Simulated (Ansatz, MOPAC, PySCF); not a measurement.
Species: cyclopropane, C3H6, charge 0, multiplicity 1. SMILES: C1CC1
Geometry: optimised at B3LYP-D3(BJ)/def2-TZVP (Ansatz, a program for electronic structure).

Unscaled harmonic wavenumbers (cm⁻¹) in rising order, each level at the stationary point that it reaches from this structure (no distance between atoms moves by over 0.3 Å); the order of modes can differ between levels, and a negative number is imaginary. B3LYP-D3(BJ)/def2-TZVP (PySCF, at the structure above): 746, 746, 864, 883, 883, 1054, 1055, 1095, 1154, 1215, 1215, 1215, 1478, 1478, 1522, 3132, 3132, 3138, 3204, 3204, 3225.

PM7 (MOPAC): 805, 805, 884, 940, 940, 955, 1108, 1108, 1135, 1135, 1222, 1369, 1377, 1377, 1454, 2708, 2708, 2742, 2784, 2793, 2793. Zero-point energy 47.4 against 50.9 kcal/mol; where all levels lie over 400 cm⁻¹, the wavenumbers are on average 0.969 times those of B3LYP-D3(BJ)/def2-TZVP.

HF/6-31G* (Ansatz): 806, 806, 924, 961, 961, 1192, 1192, 1224, 1268, 1303, 1330, 1330, 1616, 1616, 1679, 3306, 3306, 3320, 3380, 3380, 3402. Zero-point energy 54.8 against 50.9 kcal/mol; where all levels lie over 400 cm⁻¹, the wavenumbers are on average 1.084 times those of B3LYP-D3(BJ)/def2-TZVP.
